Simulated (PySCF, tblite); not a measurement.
# C3FN2−: dynamics, then NMR shifts on frames

Aim: move C3FN2− (`N#C[C-](F)C#N`) away from its starting geometry and see how NMR shifts follow the geometry.

Computed with tblite 0.8.0 and PySCF 2.14.0, with density-fitted response routines of our own, on a single molecule in the gas phase. Atoms are numbered from 0 throughout.

### 1 Starting geometry

6 atoms, charge -1, multiplicity 1; geometry from: GFN2-xTB.

Bonds of the start (Å): N0–C1 1.17, C1–C2 1.37, C2–F3 1.42, C2–C4 1.37, C4–N5 1.17.

### 2 Dynamics with GFN2-xTB

Job settings and geometry (Å):

```
{"job": {"kind": "md", "xc": "GFN2-xTB", "basis": "xTB", "temperature": 600, "steps": 2000, "every": 50, "frames": 5}, "charge": -1, "multiplicity": 1}
N     -2.222242    -0.834588    -0.053184
C     -1.203158    -0.268811    -0.051804
C      0.000762     0.374493    -0.047839
F     -0.000805     1.783159    -0.205137
C      1.204776    -0.250687     0.103271
N      2.223790    -0.801576     0.233118
```

Method: GFN2-xTB Langevin dynamics, gas phase.

Launch:

```console
> OMP_NUM_THREADS=1 python probes_run.py task.json out
```

One launch serves the whole session: the jobs run in the order shown.

Standard output:

```text
t/fs     T/K      E/eV
    0.0   277.3   -466.18409
   25.0   299.1   -466.00291
   50.0   321.9   -466.11450
   75.0   389.3   -466.02491
  100.0   321.8   -466.06588
  125.0   274.8   -466.03396
  150.0   334.3   -465.88792
  175.0   340.2   -465.90624
  200.0   369.8   -465.94993
  225.0   552.9   -465.96656
  250.0   497.5   -465.87426
  275.0   444.1   -465.89316
  300.0   495.0   -465.99583
  325.0   595.6   -465.94771
  350.0   438.5   -465.89392
  375.0   380.9   -465.85014
  400.0   471.7   -465.90242
  425.0   442.6   -466.05669
  450.0   263.2   -465.92627
  475.0   321.7   -465.98454
  500.0   252.5   -466.02384
  525.0   446.6   -466.03720
  550.0   369.3   -466.04915
  575.0   391.8   -465.96666
  600.0   595.8   -465.99418
  625.0   390.8   -465.92075
  650.0   429.5   -465.98591
  675.0   753.7   -466.04085
  700.0   541.8   -465.91892
  725.0   347.6   -465.93355
  750.0   486.7   -465.96662
  775.0   574.4   -465.95802
  800.0   659.9   -465.75902
  825.0   517.5   -465.86563
  850.0   758.5   -465.92954
  875.0   195.2   -465.80438
  900.0   398.2   -465.96077
  925.0   246.7   -465.88178
  950.0   331.0   -465.96345
  975.0   418.6   -466.02066
 1000.0   265.3   -466.01146
```

Wall time 16 s (1 thread, shared host).

Distance from the start (root mean square after alignment): 0 fs 0.00 Å, 200 fs 0.09 Å, 400 fs 0.21 Å, 600 fs 0.14 Å, 800 fs 0.15 Å, 1000 fs 0.12 Å.

Positions (Å) and forces (eV/Å) at 1000 fs:

```xyz
6

N    -1.850   -0.687   -1.405   -0.861   -0.098   -0.463
C    -0.821   -1.033   -0.995    0.121    0.488   -0.016
C     0.406   -1.129   -0.436    1.026   -0.409   -1.133
F     0.474   -1.302    0.914   -0.240   -0.125    2.171
C     1.602   -1.454   -1.027   -0.269    0.268   -0.395
N     2.665   -1.604   -1.473    0.223   -0.124   -0.164
```

### 3 Nuclear shieldings: 250 fs, PBE0/pcSseg-1

Job settings and geometry (Å):

```
{"job": {"kind": "nmr", "xc": "PBE0", "basis": "pcSseg-1", "pop": false}, "charge": -1, "multiplicity": 1}
N     -2.246600    -1.355900     0.562100
C     -1.397900    -0.605200     0.239600
C     -0.244100     0.106800    -0.039100
F     -0.188000     1.537200     0.039400
C      0.816000    -0.617200    -0.296200
N      1.599200    -1.363000    -0.623400
```

With the program's defaults for keys left out, this is: GIAO PBE0/pcSseg-1 NMR shielding, non-relativistic, gas phase.

Standard output:

```text
coarse grid: 6472 points
cycle   1  E = -323.1218598054  dE =  9.554e-01  |g| = 6.558e-01  |ddm| = 2.652e+00
cycle   2  E = -322.8336751861  dE =  2.882e-01  |g| = 1.350e+00  |ddm| = 1.895e+00
cycle   3  E = -323.2019504220  dE = -3.683e-01  |g| = 1.957e-01  |ddm| = 1.229e+00
cycle   4  E = -323.2095133217  dE = -7.563e-03  |g| = 6.541e-02  |ddm| = 1.789e-01
cycle   5  E = -323.2101697936  dE = -6.565e-04  |g| = 2.852e-02  |ddm| = 6.888e-02
cycle   6  E = -323.2103187502  dE = -1.490e-04  |g| = 1.134e-02  |ddm| = 2.818e-02
cycle   7  E = -323.2103447017  dE = -2.595e-05  |g| = 1.595e-03  |ddm| = 9.693e-03
cycle   8  E = -323.2103451996  dE = -4.979e-07  |g| = 4.575e-04  |ddm| = 1.770e-03
final grid: 67216 points
cycle   9  E = -323.2505204420  dE = -1.653e-05  |g| = 5.422e-03  |ddm| = 2.050e-02
cycle  10  E = -323.2505156809  dE =  4.761e-06  |g| = 7.960e-03  |ddm| = 1.261e-02
cycle  11  E = -323.2505259683  dE = -1.029e-05  |g| = 9.754e-04  |ddm| = 6.543e-03
cycle  12  E = -323.2505261027  dE = -1.345e-07  |g| = 6.393e-04  |ddm| = 1.012e-03
cycle  13  E = -323.2505261878  dE = -8.510e-08  |g| = 8.809e-05  |ddm| = 5.166e-04
cycle  14  E = -323.2505261890  dE = -1.223e-09  |g| = 3.450e-05  |ddm| = 7.915e-05
cycle  15  E = -323.2505261892  dE = -2.188e-10  |g| = 1.345e-05  |ddm| = 3.575e-05
converged SCF energy = -323.2505261892

GIAO shielding tensors (ppm)
atom      isotropic    diamagn.    paramagn.     s11        s22        s33       span
  0 N     -104.304     342.922    -447.226   -239.410   -116.153     42.652    282.062
  1 C       48.886     257.799    -208.913    -61.195    -56.072    263.923    325.118
  2 C       71.272     247.298    -176.026    -97.429    108.774    202.471    299.900
  3 F      514.271     473.919      40.352    334.484    411.656    796.674    462.190
  4 C       59.216     257.467    -198.252    -45.682    -43.085    266.414    312.096
  5 N      -87.899     345.618    -433.517   -226.701   -103.995     66.999    293.700
```

Run time: 17 s. Hardware: 1 thread, shared host.

Shifts follow as δ = σ(reference) − σ, with reference shieldings (ppm) from runs at the same level and on the same kind of geometry: ¹³C TMS 186.9, ¹⁹F CFCl3 170.9, ¹⁵N NH3 267.7. The references are single molecules in the gas phase, so shifts against H2O, NH3, PH3, H3PO4 or CFCl3 are not on the usual liquid scales and can be off by tens of ppm. Each atom is listed at this fixed geometry, with no averaging over motion; a spectrum would average atoms that exchange fast.

| atoms | environment | σ (ppm) | δ (ppm) |
| --- | --- | --- | --- |
| C1 | nitrile carbon | 48.9 | 138.0 |
| C4 | nitrile carbon | 59.2 | 127.7 |
| C2 | carbanion centre | 71.3 | 115.7 |
| N0 | nitrile nitrogen | -104.3 | 372.0 |
| N5 | nitrile nitrogen | -87.9 | 355.6 |
| F3 | fluorine bonded to C | 514.3 | -343.3 |

The fields below are evaluated on a grid from the run's orbitals.

Frontier orbitals at PBE0/pcSseg-1, with the share of their density that lies nearest to each atom:

```csv
orbital,energy (eV),lies on
HOMO,-0.69,"C2 39 %; N0, N5 about 22 % each; F3 8 %"
LUMO,3.97,"N0, N5 about 22 % each; C1, C2 about 16 % each; F3 13 %"
```

ELF in a plane through or near 6 of the atoms.

Ten even steps from '0' (0.00) to '9' (0.94):
```
0000000000000000000000000000
0000000000000000000000000000
0000000000000000000000000000
0000000000012221100000000000
0000000000357775310000000000
0000000001689688620000000000
0000000000478686200000000000
0000000000014762101221000000
0000012454454216656653200000
0000023677698329847864310000
0000245786726547247877752000
0002478547556215788228974100
0003699543886105787349985100
0002699987653002457899974000
0000378887421000124566620000
0000024543100000001122100000
0000000000000000000000000000
0000000000000000000000000000
0000000000000000000000000000
0000000000000000000000000000
```
The map spans 9.4 Å across and 9.0 Å up, centred on the molecule. Atoms in the plane (x, y in Å): N0 (2.1, -0.9), C1 (1.2, -0.2), C2 (-0.1, 0.5), F3 (-0.2, 1.9), C4 (-1.1, -0.3), N5 (-1.9, -1.1).

On the surface of density 0.002 e/bohr³ the electrostatic potential runs, from the 1st to the 99th percentile, from -5.45 V near N5 to -4.15 V near C4.

### 4 Nuclear shieldings: 425 fs, PBE0/pcSseg-1

Job settings and geometry (Å):

```
{"job": {"kind": "nmr", "xc": "PBE0", "basis": "pcSseg-1", "pop": false}, "charge": -1, "multiplicity": 1}
N     -2.583700    -0.835500     0.037500
C     -1.433700    -0.691600    -0.082900
C     -0.113400    -0.371100    -0.174600
F      0.352400     0.878700     0.369200
C      0.956600    -1.264600    -0.241300
N      1.876600    -1.972500    -0.272500
```

With the program's defaults for keys left out, this is: GIAO PBE0/pcSseg-1 NMR shielding, non-relativistic, gas phase.

Standard output:

```text
coarse grid: 6472 points
cycle   1  E = -323.1353002552  dE =  8.120e-01  |g| = 6.630e-01  |ddm| = 2.628e+00
cycle   2  E = -322.8156130163  dE =  3.197e-01  |g| = 1.409e+00  |ddm| = 1.838e+00
cycle   3  E = -323.2161477062  dE = -4.005e-01  |g| = 1.926e-01  |ddm| = 1.247e+00
cycle   4  E = -323.2231587726  dE = -7.011e-03  |g| = 6.679e-02  |ddm| = 1.728e-01
cycle   5  E = -323.2238933186  dE = -7.345e-04  |g| = 1.801e-02  |ddm| = 6.002e-02
cycle   6  E = -323.2239572620  dE = -6.394e-05  |g| = 3.571e-03  |ddm| = 1.779e-02
cycle   7  E = -323.2239585766  dE = -1.315e-06  |g| = 2.674e-03  |ddm| = 4.715e-03
final grid: 67216 points
cycle   8  E = -323.2643275982  dE = -1.121e-05  |g| = 7.477e-03  |ddm| = 2.172e-02
cycle   9  E = -323.2642944907  dE =  3.311e-05  |g| = 1.467e-02  |ddm| = 1.738e-02
cycle  10  E = -323.2643391611  dE = -4.467e-05  |g| = 1.632e-03  |ddm| = 1.137e-02
cycle  11  E = -323.2643396980  dE = -5.370e-07  |g| = 4.683e-04  |ddm| = 1.489e-03
cycle  12  E = -323.2643397326  dE = -3.455e-08  |g| = 6.763e-05  |ddm| = 4.047e-04
cycle  13  E = -323.2643397333  dE = -7.196e-10  |g| = 1.666e-05  |ddm| = 4.954e-05
converged SCF energy = -323.2643397333

GIAO shielding tensors (ppm)
atom      isotropic    diamagn.    paramagn.     s11        s22        s33       span
  0 N     -133.507     342.992    -476.499   -249.032   -155.288      3.800    252.832
  1 C       53.681     258.094    -204.413    -53.547    -48.138    262.728    316.274
  2 C       58.468     245.007    -186.539   -105.568    106.242    174.730    280.298
  3 F      518.957     476.222      42.735    289.960    405.346    861.564    571.604
  4 C       53.130     258.371    -205.241    -58.685    -50.529    268.605    327.290
  5 N      -94.817     343.174    -437.990   -208.499    -95.682     19.731    228.230
```

It took 10 s on 1 thread, shared host.

Key values: δ C4 133.8, C1 133.2, C2 128.5, N0 401.2 ppm.

### 5 NMR shieldings: 625 fs, PBE0/pcSseg-1

Job settings and geometry (Å):

```
{"job": {"kind": "nmr", "xc": "PBE0", "basis": "pcSseg-1", "pop": false}, "charge": -1, "multiplicity": 1}
N     -2.613600    -0.740900    -0.258500
C     -1.452100    -0.570400    -0.326900
C     -0.103100    -0.721600    -0.259800
F      0.509300     0.399000     0.451000
C      0.793600    -1.595600    -0.883200
N      1.669500    -2.235100    -1.225500
```

With the program's defaults for keys left out, this is: GIAO PBE0/pcSseg-1 NMR shielding, non-relativistic, gas phase.

Standard output:

```text
coarse grid: 6472 points
cycle   1  E = -323.1227734714  dE =  8.243e-01  |g| = 6.781e-01  |ddm| = 2.649e+00
cycle   2  E = -322.8013052919  dE =  3.215e-01  |g| = 1.423e+00  |ddm| = 1.860e+00
cycle   3  E = -323.2071649568  dE = -4.059e-01  |g| = 1.958e-01  |ddm| = 1.253e+00
cycle   4  E = -323.2143535351  dE = -7.189e-03  |g| = 7.206e-02  |ddm| = 1.832e-01
cycle   5  E = -323.2152020731  dE = -8.485e-04  |g| = 2.369e-02  |ddm| = 6.942e-02
cycle   6  E = -323.2152940181  dE = -9.194e-05  |g| = 1.170e-02  |ddm| = 2.515e-02
cycle   7  E = -323.2153232759  dE = -2.926e-05  |g| = 1.520e-03  |ddm| = 9.751e-03
cycle   8  E = -323.2153237630  dE = -4.871e-07  |g| = 2.063e-04  |ddm| = 1.271e-03
final grid: 67216 points
cycle   9  E = -323.2558422139  dE = -1.771e-05  |g| = 4.740e-03  |ddm| = 2.047e-02
cycle  10  E = -323.2558389296  dE =  3.284e-06  |g| = 6.833e-03  |ddm| = 1.089e-02
cycle  11  E = -323.2558467861  dE = -7.857e-06  |g| = 1.030e-03  |ddm| = 5.546e-03
cycle  12  E = -323.2558469331  dE = -1.470e-07  |g| = 6.302e-04  |ddm| = 1.086e-03
cycle  13  E = -323.2558470180  dE = -8.483e-08  |g| = 8.983e-05  |ddm| = 5.221e-04
cycle  14  E = -323.2558470192  dE = -1.230e-09  |g| = 3.292e-05  |ddm| = 6.860e-05
cycle  15  E = -323.2558470194  dE = -1.760e-10  |g| = 1.677e-05  |ddm| = 3.127e-05
converged SCF energy = -323.2558470194

GIAO shielding tensors (ppm)
atom      isotropic    diamagn.    paramagn.     s11        s22        s33       span
  0 N     -136.259     342.265    -478.524   -258.783   -142.862     -7.133    251.650
  1 C       51.340     255.548    -204.208    -56.713    -53.118    263.852    320.565
  2 C       47.908     245.305    -197.398   -145.958    103.910    185.770    331.728
  3 F      512.965     477.483      35.482    277.856    403.697    857.341    579.486
  4 C       57.831     259.518    -201.687    -49.101    -41.107    263.702    312.804
  5 N     -112.341     343.534    -455.876   -222.607   -118.169      3.752    226.359
```

It took 11 s on 1 thread, shared host.

Key values: δ C2 139.0, C1 135.6, C4 129.1, N0 404.0 ppm.

### 6 Shielding tensors: 800 fs, PBE0/pcSseg-1

Job settings and geometry (Å):

```
{"job": {"kind": "nmr", "xc": "PBE0", "basis": "pcSseg-1", "pop": false}, "charge": -1, "multiplicity": 1}
N     -2.157000    -0.291100    -1.339500
C     -1.171700    -0.509800    -0.831900
C     -0.063100    -1.087500    -0.392800
F      0.663600    -0.464400     0.659500
C      0.942300    -1.653900    -1.222700
N      1.742400    -2.342100    -1.688600
```

Method: GIAO PBE0/pcSseg-1 NMR shielding, non-relativistic, gas phase.

Standard output:

```text
coarse grid: 6472 points
cycle   1  E = -323.1188691780  dE =  9.554e-01  |g| = 6.664e-01  |ddm| = 2.629e+00
cycle   2  E = -322.8477281940  dE =  2.711e-01  |g| = 1.331e+00  |ddm| = 1.746e+00
cycle   3  E = -323.1984900809  dE = -3.508e-01  |g| = 2.050e-01  |ddm| = 1.185e+00
cycle   4  E = -323.2069159960  dE = -8.426e-03  |g| = 6.219e-02  |ddm| = 1.779e-01
cycle   5  E = -323.2075267001  dE = -6.107e-04  |g| = 1.960e-02  |ddm| = 5.492e-02
cycle   6  E = -323.2075941823  dE = -6.748e-05  |g| = 6.595e-03  |ddm| = 1.962e-02
cycle   7  E = -323.2076023172  dE = -8.135e-06  |g| = 2.204e-03  |ddm| = 5.989e-03
final grid: 67216 points
cycle   8  E = -323.2485883206  dE = -1.568e-05  |g| = 5.866e-03  |ddm| = 2.120e-02
cycle   9  E = -323.2485709731  dE =  1.735e-05  |g| = 1.096e-02  |ddm| = 1.271e-02
cycle  10  E = -323.2485954555  dE = -2.448e-05  |g| = 1.326e-03  |ddm| = 8.509e-03
cycle  11  E = -323.2485957971  dE = -3.416e-07  |g| = 4.421e-04  |ddm| = 1.386e-03
cycle  12  E = -323.2485958283  dE = -3.120e-08  |g| = 1.092e-04  |ddm| = 3.858e-04
cycle  13  E = -323.2485958292  dE = -9.132e-10  |g| = 8.995e-05  |ddm| = 1.214e-04
cycle  14  E = -323.2485958309  dE = -1.681e-09  |g| = 7.367e-06  |ddm| = 6.529e-05
cycle  15  E = -323.2485958309  dE = -9.493e-12  |g| = 2.570e-06  |ddm| = 9.018e-06
converged SCF energy = -323.2485958309

GIAO shielding tensors (ppm)
atom      isotropic    diamagn.    paramagn.     s11        s22        s33       span
  0 N      -97.658     343.714    -441.372   -238.644    -77.045     22.714    261.358
  1 C       60.551     255.397    -194.846    -44.858    -40.929    267.439    312.296
  2 C       71.363     241.491    -170.128    -85.536    108.034    191.592    277.128
  3 F      505.326     477.397      27.930    333.414    398.918    783.647    450.233
  4 C       51.750     258.368    -206.618    -63.858    -55.755    274.864    338.721
  5 N      -81.594     341.872    -423.466   -193.363   -117.717     66.298    259.661
```

Wall time 11 s (1 thread, shared host).

Key values: δ C4 135.2, C1 126.4, C2 115.6, N0 365.4 ppm.

### 7 Nuclear shieldings: 1000 fs, PBE0/pcSseg-1

Job settings and geometry (Å):

```
{"job": {"kind": "nmr", "xc": "PBE0", "basis": "pcSseg-1", "pop": false}, "charge": -1, "multiplicity": 1}
N     -1.850000    -0.686800    -1.404800
C     -0.820600    -1.032800    -0.995400
C      0.405500    -1.128500    -0.435900
F      0.473700    -1.301800     0.913600
C      1.601900    -1.453600    -1.027300
N      2.665400    -1.604000    -1.473000
```

With the program's defaults for keys left out, this is: GIAO PBE0/pcSseg-1 NMR shielding, non-relativistic, gas phase.

Standard output:

```text
coarse grid: 6472 points
cycle   1  E = -323.1369951146  dE =  9.559e-01  |g| = 6.447e-01  |ddm| = 2.663e+00
cycle   2  E = -322.8576431734  dE =  2.794e-01  |g| = 1.325e+00  |ddm| = 1.827e+00
cycle   3  E = -323.2130518442  dE = -3.554e-01  |g| = 1.994e-01  |ddm| = 1.216e+00
cycle   4  E = -323.2209136449  dE = -7.862e-03  |g| = 5.799e-02  |ddm| = 1.781e-01
cycle   5  E = -323.2214418544  dE = -5.282e-04  |g| = 1.673e-02  |ddm| = 5.483e-02
cycle   6  E = -323.2214963970  dE = -5.454e-05  |g| = 1.814e-03  |ddm| = 1.639e-02
cycle   7  E = -323.2214968033  dE = -4.063e-07  |g| = 1.175e-03  |ddm| = 2.399e-03
final grid: 67216 points
cycle   8  E = -323.2611602648  dE = -1.502e-05  |g| = 5.463e-03  |ddm| = 2.080e-02
cycle   9  E = -323.2611508760  dE =  9.389e-06  |g| = 8.899e-03  |ddm| = 1.268e-02
cycle  10  E = -323.2611657785  dE = -1.490e-05  |g| = 1.724e-03  |ddm| = 7.763e-03
cycle  11  E = -323.2611664110  dE = -6.325e-07  |g| = 4.617e-04  |ddm| = 1.514e-03
cycle  12  E = -323.2611664468  dE = -3.583e-08  |g| = 1.002e-04  |ddm| = 4.188e-04
cycle  13  E = -323.2611664469  dE = -9.686e-11  |g| = 9.209e-05  |ddm| = 1.316e-04
cycle  14  E = -323.2611664488  dE = -1.856e-09  |g| = 7.577e-06  |ddm| = 6.701e-05
cycle  15  E = -323.2611664488  dE = -1.245e-11  |g| = 2.715e-06  |ddm| = 9.650e-06
converged SCF energy = -323.2611664488

GIAO shielding tensors (ppm)
atom      isotropic    diamagn.    paramagn.     s11        s22        s33       span
  0 N     -125.662     344.267    -469.929   -244.237   -136.308      3.558    247.795
  1 C       52.911     260.725    -207.814    -52.649    -49.621    261.004    313.653
  2 C       79.970     244.484    -164.514    -47.836    112.211    175.535    223.372
  3 F      529.170     474.955      54.215    364.889    382.119    840.502    475.613
  4 C       51.210     259.467    -208.257    -57.867    -51.687    263.185    321.052
  5 N     -103.233     343.664    -446.897   -213.352   -107.683     11.335    224.688
```

Wall time 11 s (1 thread, shared host).

Key values: δ C4 135.7, C1 134.0, C2 107.0, N0 393.4 ppm.

### 8 Side by side: NMR shifts

Shifts (ppm) of some atoms, chosen among heavy atoms and hydrogens apart, with basis size and wall time:

```csv
frame,C1,C2,N0,N5,F3,functions,time
250 fs,138.0,115.7,372.0,355.6,-343.3,102,17 s
425 fs,133.2,128.5,401.2,362.5,-348.0,102,10 s
625 fs,135.6,139.0,404.0,380.1,-342.0,102,11 s
800 fs,126.4,115.6,365.4,349.3,-334.4,102,11 s
1000 fs,134.0,107.0,393.4,371.0,-358.2,102,11 s
```

### 9 What came out

| quantity | value |
| --- | --- |
| thermostat | 600 K |
| mean temperature, second half | 446 K |
| mean potential energy above the minimum | 0.23 eV |
| ¹³C shifts against TMS (PBE0/pcSseg-1, 250 fs) | 138.0, 127.7, 115.7 ppm |
| ¹⁵N shifts against NH3 (PBE0/pcSseg-1, 250 fs) | 372.0, 355.6 ppm |
| ¹⁹F shifts against CFCl3 (PBE0/pcSseg-1, 250 fs) | -343.3 ppm |
| range of the shift of N0 | 365.4 to 404.0 ppm |

In words: In the second half the potential energy averages 0.23 eV above the minimum; equipartition over 12 harmonic modes at 600 K would give 0.31 eV. With 6 atoms the temperature swings widely (195 to 758 K). Shifts at one fixed geometry are not the observed spectrum, which averages over the motion. In the first frame run (250 fs): Shielding is most anisotropic at F3 (span 462 ppm, paramagnetic term 40 ppm). In ppm, N0 moves most: its shift spreads over 38.6 ppm, from 365.4 (800 fs) to 404.0 (625 fs).
